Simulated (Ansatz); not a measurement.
This script drives the Python package of Ansatz (0.2.0).

`conformers.py`:
```python
"""Rank force-field conformers of C5H10N(+) by single points."""

import ansatz as az
from rdkit import Chem
from rdkit.Chem import AllChem

BASIS_SET = "cc-pVDZ"
FUNCTIONAL = "pbe0"
NET_CHARGE = 1

rd = Chem.AddHs(Chem.MolFromSmiles("C=CC1CC[NH2+]1"))
ids = list(AllChem.EmbedMultipleConfs(rd, numConfs=20, randomSeed=453, pruneRmsThresh=0.4))
field = [energy for _, energy in AllChem.MMFFOptimizeMoleculeConfs(rd)]
distinct = {round(e, 2): i for i, e in zip(ids, field)}
chosen = sorted(distinct.items())[:3]
found = []
for force_field, index in chosen:
    geometry = az.Crystal.molecule()
    for atom, xyz in zip(rd.GetAtoms(), rd.GetConformer(index).GetPositions()):
        geometry = geometry.atom(atom.GetSymbol(), xyz.round(5).tolist())
    calc = (
        geometry.calculation()
        .basis(gaussian=BASIS_SET)
        .functional(FUNCTIONAL)
        .charge(NET_CHARGE)
    )
    found.append(calc.run(threads=1).report["free_energy_ev"])
print("conformer   MMFF (kcal/mol)   this level (kcal/mol)")
for (force_field, index), e in zip(chosen, found):
    print(f"{index:9d} {force_field - chosen[0][0]:17.2f} {23.060548 * (e - min(found)):17.3f}")
```

It is started by `python conformers.py`. Estimate its wall time and peak memory on 1 thread of Arm Neoverse V1, on a shared host.

It took about 17 s, with a peak of 0.4 GiB, for 3 runs of the engine.

`python conformers.py` gives:
```text
conformer   MMFF (kcal/mol)   this level (kcal/mol)
        5              0.00             1.683
        6              1.04             0.000
        0              1.72             0.440
```

The conformers keep their force-field geometries.

(Lines on the test bed's own set-up are left out of the output.)
